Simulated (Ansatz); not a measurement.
CsCl-type TlCl

These are PBE0 (plane waves, PAW; Ansatz, a quantum-chemistry and plane-wave program) values and carry that method's errors.

Run with plane-wave cutoff 520 eV, 6×6×6 k mesh, finite displacements, scalar-relativistic PAW data made under PBE.

Cell: relaxed at this level.

For CsCl-type TlCl, the zone-centre TO phonon frequency is 27 cm⁻¹.

Note: the run finds an imaginary mode (16i cm⁻¹), so the cell is a saddle point at this level.

Spin–orbit coupling is not included; it can shift volumes and moduli of such heavy elements.

The result took roughly 60 core-minutes.
